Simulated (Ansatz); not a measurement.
# H2O3 (trioxidane) at 6 levels

We compute a comparison of 6 runs (HF/3-21G, B3LYP/6-31G*, B2PLYP/cc-pVTZ, wB97X/cc-pVTZ, RPA@PBE/cc-pVTZ, MP2/cc-pVTZ) of H2O3 (trioxidane). 

The results are computed with Ansatz 0.2.0.

27 further runs of the same task are left out: 27 set aside as unsound or not needed.

### 1 The system as given

H2O3 has 5 atoms, charge 0, and is taken as a singlet. As SMILES, `OOO`. The O3–H5 distance was set to 1.743 Å, away from the relaxed value. At this shape a bond of the SMILES string is far longer than usual.

Bond lengths: O1–O2 1.403 Å, O2–O3 1.403 Å, O1–H4 0.968 Å. Angles: O1–O2–O3 108.0°, O2–O1–H4 102.8°.

### 2 The energy at HF/3-21G (run 1)

File run.yaml:

```yaml
crystal:
  periodic: [false, false, false]
  atoms:
    - symbol: O
      position_ang: [-1.021274, -1.379236, 0.222740]
    - symbol: O
      position_ang: [-0.186604, -0.722846, 1.139110]
    - symbol: O
      position_ang: [1.120136, -0.746116, 0.629950]
    - symbol: H
      position_ang: [-1.363364, -0.651066, -0.316320]
    - symbol: H
      position_ang: [1.239280, 0.782200, -0.199990]
basis:
  gaussian: {orbitals: 3-21G.json}
hamiltonian: {xc: hf}
accuracy: high
output: {orbitals: {seedname: orbitals}}
```

The basis set 3-21G is read from a file made from the Basis Set Exchange's data (not shown).

Launch:

```sh
$ ansatz run run.yaml --threads 1 --pin off --max-ram 3480MiB --events-out events.jsonl --progress --plain --runs-dir runs
```

What it wrote:

```text
Warning: RAYON_NUM_THREADS=1 ignored (pool sized by the plan → 1); use --threads N
Functional definition: HF
  name "HF"
  exchange = exact_x
  correlation = 0
566 factors; integrals over basis functions are off by at most 7.6e-9 eV
mean field evaluation 1: about -6097.3842 eV, gradient 2.6e1 eV
mean field evaluation 2: about -6097.3884 eV, gradient 2.6e1 eV
mean field evaluation 4: about -6099.3315 eV, gradient 3.1e0 eV
mean field evaluation 8: about -6099.3880 eV, gradient 5.8e-1 eV
mean field evaluation 16: about -6099.3898 eV, gradient 2.2e-8 eV
mean field -6099.38977674 eV, -224.1484399804 hartree, gradient 2.2e-8 eV, S^2 0.000000; 0 other end points of the search recorded, 0 dependent functions left out
reference -6099.38977674 eV, -224.1484399804 hartree; 13, 13 occupied and 18, 18 virtual orbitals, 566 factors
Total energy: -6099.38977674 eV, -224.1484399804 hartree
```

Wall time 0.16 s (1 thread of Arm Neoverse V1, shared host).

### 3 A single-point energy at B3LYP/6-31G(d) (spherical functions) (run 2)

File in.yaml:

```yaml
crystal:
  periodic: [false, false, false]
  atoms:
    - {symbol: O, position_ang: [-1.021274, -1.379236, 0.222740]}
    - {symbol: O, position_ang: [-0.186604, -0.722846, 1.139110]}
    - {symbol: O, position_ang: [1.120136, -0.746116, 0.629950]}
    - {symbol: H, position_ang: [-1.363364, -0.651066, -0.316320]}
    - {symbol: H, position_ang: [1.239280, 0.782200, -0.199990]}
basis:
  gaussian:
    orbitals: 6-31G_st_-spherical.json
hamiltonian:
  xc: {name: B3LYP}
accuracy: high
output: {orbitals: {seedname: orbitals}}
```

The basis set 6-31G* is read from a file made from the Basis Set Exchange's data (not shown).

Launch:

```sh
$ ansatz run in.yaml --threads 1 --pin off --max-ram 3480MiB --events-out events.jsonl --progress --plain --runs-dir runs
```

What it wrote:

```text
Warning: RAYON_NUM_THREADS=1 ignored (pool sized by the plan → 1); use --threads N
Functional definition: B3LYP
  name "B3LYP"
  parameter a0 = 0.2
  parameter ax = 0.72
  parameter ac = 0.81
  exchange = (1 - a0 - ax)*slater_x + ax*b88_x + a0*exact_x
  correlation = (1 - ac)*vwn_rpa_c + ac*lyp_c
953 factors; integrals over basis functions are off by at most 2.8e-9 eV
mean field evaluation 1: about -6160.2240 eV, gradient 4.4e1 eV
mean field evaluation 2: about -6146.5399 eV, gradient 8.5e1 eV
mean field evaluation 4: about -6164.6962 eV, gradient 8.2e0 eV
mean field evaluation 8: about -6164.8158 eV, gradient 2.4e-1 eV
mean field evaluation 16: about -6164.8116 eV, gradient 1.3e-5 eV
mean field -6164.81155325 eV, -226.5526459226 hartree, gradient 1.7e-8 eV, S^2 0.000000; 0 other end points of the search recorded, 0 dependent functions left out
reference -6164.81157814 eV, -226.5526468372 hartree; 13, 13 occupied and 33, 33 virtual orbitals, 953 factors
Total energy: -6164.81157814 eV, -226.5526468372 hartree
```

Wall time 1.9 s (1 thread of Arm Neoverse V1, shared host); peak memory 0.11 GiB.

Runs 3 to 5 aren't shown in full; the table further down has their settings and results.

### 4 A single-point energy at MP2/cc-pVTZ (run 6)

in.yaml, as its differences from that of step 3:

```diff
@@ -9,7 +9,4 @@
 basis:
-  gaussian:
-    orbitals: 6-31G_st_-spherical.json
-hamiltonian:
-  xc: {name: B3LYP}
+  gaussian: {orbitals: cc-pVTZ}
+correlation: {method: mp2, frozen_orbitals: {H: 0, O: 1}}
 accuracy: high
-output: {orbitals: {seedname: orbitals}}
```

Launch:

```sh
$ ansatz run in.yaml --threads 1 --pin off --max-ram 3480MiB --events-out events.jsonl --progress --plain --runs-dir runs
```

What it wrote, shortened:

```text
Warning: RAYON_NUM_THREADS=1 ignored (pool sized by the plan → 1); use --threads N
[... 2 set-up lines as earlier in the session ...]
[...]
2082 factors; integrals over basis functions are off by at most 3.1e-9 eV
[...]
mean field -6135.08340814 eV, -225.4601567403 hartree, gradient 1.7e-8 eV, S^2 0.000000; 0 other end points of the search recorded, 0 dependent functions left out; unrestricted orbitals would lower it
unrestricted determinant -6136.78659451 eV, -225.5227476850 hartree, S^2 0.8448
3 core orbitals not correlated: weight in the atoms' cores, before any rotation towards them, 1.000 or more for the frozen orbitals, at most 0.000 for the correlated occupied ones
reference -6135.08340814 eV, -225.4601567403 hartree; 10, 10 occupied and 105, 105 virtual orbitals, 2082 factors
second order -21.14689069 eV of doubles, -0.00000000 eV of singles
Total energy: -6156.23029883 eV, -226.2372906393 hartree
```

It took 7.5 s on 1 thread of Arm Neoverse V1, shared host; peak memory 0.32 GiB.

### 5 The series

```
run                               level  frozen core orbitals  energy (Eh)  HOMO energy (eV)  LUMO energy (eV)  HOMO–LUMO gap (eV)  wall time
  1                            HF/3-21G                     –  -224.148440            -11.52              0.33               11.85     0.16 s
  2  B3LYP/6-31G* (spherical functions)                     –  -226.552647             -7.87             -3.74                4.14      1.9 s
  3                      B2PLYP/cc-pVTZ                     3  -226.511349             -9.60             -2.58                7.02      8.7 s
  4                       wB97X/cc-pVTZ                     –  -226.582950            -10.59             -1.62                8.96       20 s
  5                     RPA@PBE/cc-pVTZ                     3  -226.593393                 –                 –                   –       14 s
  6                         MP2/cc-pVTZ                     3  -226.237291                 –                 –                   –      7.5 s
```

### 6 Outcome

```
                                          quantity          value
                               run 6: total energy  -226.23729 Eh
run 6: correlation energy (3 core orbitals frozen)     -777.1 mEh
```

What this shows: Over runs 1, 2, 3, 4 the HOMO–LUMO gap runs from 4.14 eV (B3LYP/6-31G*) to 11.85 eV (HF/3-21G). The two ends differ in method and basis. Totals of different functionals can't be ranked against each other. In runs 3, 5, 6 the log says that unrestricted orbitals would lower the reference, so the values rest on an unstable closed-shell determinant (other closed-shell runs at this shape may share the fault). In runs 1, 2, 3, 4, 5, 6 a closed-shell determinant meets a far-stretched bond, which it describes badly. All runs together took 53 s, the longest 20 s.
